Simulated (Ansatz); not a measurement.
# BPH₃+ (singlet): wave-function methods side by side, cc-pVDZ

An exercise on one series of results from a longer session: the logs are not shown, and one member is left open.

The runs use Ansatz 0.2.0, Gaussian basis; cc-pVDZ, core rule «outside noble gas», up to 6 orbitals frozen.

Plan: UHF; CCSD(T) on RHF; BCCD(T) on RHF; CISD; CCSDT(Q) on RHF.

17 further runs of the same task are left out: 10 that didn't finish, 7 set aside as unsound or not needed.

### The system

The geometry is a PBE0/def2-TZVP stationary point (not a proven minimum) of the parent state, kept for this charge and spin.

5 atoms, charge 1, spin multiplicity 1.

Atoms are counted from 1 here; the program's logs count them from 0.

Bond lengths: B1–P2 1.817 Å, B1–H3 1.187 Å, P2–H4 1.416 Å, P2–H5 1.410 Å. Angles: P2–B1–H3 136.1°, B1–P2–H4 108.9°, B1–P2–H5 105.9°, H4–P2–H5 100.2°.

The first run:

The input, in.yaml:

```yaml
crystal:
  periodic: [false, false, false]
  atoms:
    - {symbol: B, position_ang: [0.099987, 0.159970, 1.324829]}
    - {symbol: P, position_ang: [-0.079971, -0.033477, -0.473099]}
    - {symbol: H, position_ang: [0.033993, -0.552065, 2.271946]}
    - {symbol: H, position_ang: [0.685590, -1.148850, -0.892407]}
    - {symbol: H, position_ang: [0.665456, 1.013847, -1.051220]}
basis:
  gaussian: {orbitals: cc-pVDZ}
total_charge: 1
magnetization: {spin_polarized: true, initial_magnetization: 0}
hamiltonian: {xc: hf}
output: {orbitals: {seedname: orbitals}}
```

On the command line:

```console
ansatz run in.yaml --threads 1 --pin off --events-out ev --progress --plain --max-ram 2393MiB
```

Steps of the session up to this table: UHF; CCSD(T) on RHF; BCCD(T) on RHF; CISD; CCSDT(Q) on RHF.

One table of the session follows, with a row left open; its other results are not shown here.

| method | from RCCSDT(Q) (kcal/mol) |
| --- | --- |
| RHF | +144.16 |
| RMP2 | +29.61 |
| CISD | +17.04 |
| RCCSD | +6.24 |
| RCCSD(T) | ? |
| BCCD(T) | +1.20 |
| RCCSDT | +0.34 |
| RCCSDT(Q) | 0 |

Q: Estimate the row for RCCSD(T) from the others.

The run gave: from RCCSDT(Q) (kcal/mol): +1.17. In the column «from RCCSDT(Q) (kcal/mol)» it lies between RCCSDT (+0.34) and BCCD(T) (+1.20).
